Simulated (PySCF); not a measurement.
Consider formamide, `NC=O` (CH3NO). Non-hydrogen atoms are numbered in `[NH2:1][CH:2]=[O:3]`.

These are calculated values, ωB97X-D3(BJ)/ma-def2-TZVP in PySCF (grid level 2) at geometries from PBE0-D3(BJ)/def2-SVP. The prefix ma- adds one diffuse s and one diffuse p function on all atoms but H. Zero-point and thermal terms (298.15 K, 1 bar) come from unscaled PBE0-D3(BJ)/def2-SVP harmonic frequencies, with soft modes damped to free rotors in the entropy.

(1) Rank these of its positions by gas-phase deprotonation enthalpy, most acidic first.
A. N1 (amide nitrogen)
B. C2 (carbonyl-type carbon)

(2) For C2 (carbonyl-type carbon), what are ΔE (electronic) and ΔG(298 K) of the loss of the proton?

(3) Of those listed, which site of deprotonation is favoured in chloroform (IEF-PCM), and by how much?

Results:

(1) A (1533 kJ/mol), B (1645 kJ/mol).

(2) ΔE = 1678 and ΔG = 1614 kJ/mol, beside ΔH = 1645 kJ/mol. The product is `N[C-]=O`.

(3) N1 (amide nitrogen), by 112 kJ/mol over C2 (carbonyl-type carbon); the gas phase favours the same one.

Caveats: structures of the anions come from def2-SVP, which lacks diffuse functions.
